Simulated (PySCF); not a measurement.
# ClF under other conditions

One physical setting of the base script is moved in each run, with the edits that it forces.

The runs use PySCF 2.14.0; each script names its method and basis.

## (1) Where the work starts

ClF: 2 atoms, charge 0, spin multiplicity 1.

Bond lengths: Cl1–F2 1.585 Å.

## (2) The base run

input.py

```python
from pyscf import gto, scf, mp

mol = gto.M(
    atom='Cl 0 0 0; F 0 0 1.585',
    basis='jorge-dzp',
    charge=0,
    spin=0,
    symmetry=True,
    verbose=3,
)
mf = scf.RHF(mol)
mf.kernel()
mp.MP2(mf, frozen=6).kernel()
mf.dip_moment()
print('orbital energies (hartree):', mf.mo_energy[..., max(0, mol.nelec[1]-3):mol.nelec[0]+3].round(4))
```

Launch:

```sh
$ OMP_NUM_THREADS=1 python input.py
```

Its log is not repeated here.

Base result: E(SCF) = -558.869302 Eh, E(MP2) − E(SCF) = -0.32381 Eh, μ = 1.31 D (of the SCF density).

The bond length is a typed value, not an optimised one.

## (3) Electric field 0.005 a.u.

Variant 1 changes electric field: none → 0.005 a.u.; point-group symmetry: on → off.

input.py

```python
from pyscf import gto, scf, mp

mol = gto.M(
    atom='Cl 0 0 0; F 0 0 1.585',
    basis='jorge-dzp',
    charge=0,
    spin=0,
    verbose=3,
)
mf = scf.RHF(mol)
field = 0.005  # electric field along z, atomic units
h = mf.get_hcore() + field*mol.intor('int1e_r')[2]
mf.get_hcore = lambda *args: h
e_nuc = mol.energy_nuc() - field*mol.atom_charges() @ mol.atom_coords()[:, 2]
mf.energy_nuc = lambda *args: e_nuc
mf.kernel()
mp.MP2(mf, frozen=6).kernel()
mf.dip_moment()
print('orbital energies (hartree):', mf.mo_energy[..., max(0, mol.nelec[1]-3):mol.nelec[0]+3].round(4))
```

Launch:

```sh
$ OMP_NUM_THREADS=1 python input.py
```

## (4) Lengths in bohr

Variant 2 changes length unit: angstrom → bohr; bond length: 1.585 Å → 1.585 bohr.

Changes to input.py since step 2:

```diff
@@ -7,2 +7,3 @@
     spin=0,
+    unit='bohr',
     symmetry=True,
```

## (5) PCM, ε = 2.27

Variant 3 changes solvent: none (gas phase) → PCM, ε = 2.27; step after the SCF: mp2 → analyze.

input.py

```python
from pyscf import gto, scf, solvent

mol = gto.M(
    atom='Cl 0 0 0; F 0 0 1.585',
    basis='jorge-dzp',
    charge=0,
    spin=0,
    symmetry=True,
    verbose=3,
)
mf = scf.RHF(mol)
mf = solvent.PCM(mf)
mf.with_solvent.eps = 2.27
mf.kernel()
mf.analyze()
print('orbital energies (hartree):', mf.mo_energy[..., max(0, mol.nelec[1]-3):mol.nelec[0]+3].round(4))
```

## (6) Electric field 0.2 a.u.

Variant 4 changes electric field: none → 0.2 a.u.; point-group symmetry: on → off.

Changes to input.py since step 2:

```diff
@@ -7,3 +7,2 @@
     spin=0,
-    symmetry=True,
     verbose=3,
@@ -11,2 +10,7 @@
 mf = scf.RHF(mol)
+field = 0.2  # electric field along z, atomic units
+h = mf.get_hcore() + field*mol.intor('int1e_r')[2]
+mf.get_hcore = lambda *args: h
+e_nuc = mol.energy_nuc() - field*mol.atom_charges() @ mol.atom_coords()[:, 2]
+mf.energy_nuc = lambda *args: e_nuc
 mf.kernel()
```

**Question.** What will these runs give? Wanted: for each run, E(SCF); from base; gap; dipole; after the SCF.

As calculated:

```
                              run  E(SCF) (hartree)  from base (eV)  gap (eV)  dipole (D)              after the SCF
                             base       -558.869302               0     15.59        1.31  MP2 correlation -8.811 eV
        electric field 0.005 a.u.       -558.866937         +0.0644     15.60        1.10  MP2 correlation -8.823 eV
        lengths in bohr (unsound)       -556.407265  not comparable     15.81        3.90  MP2 correlation -7.509 eV
                    PCM, ε = 2.27       -558.870536         -0.0336     15.62        1.43                        n/a
electric field 0.2 a.u. (unsound)       -559.123853  not comparable     15.99        7.99  MP2 correlation -8.376 eV
```

What this shows: The largest comparable shift of the SCF energy, +0.064 eV, comes with the run “electric field 0.005 a.u.”. A continuum solvent with ε = 2.27 lowers the energy by 0.034 eV. Rows marked unsound come from settings spoiled on purpose.
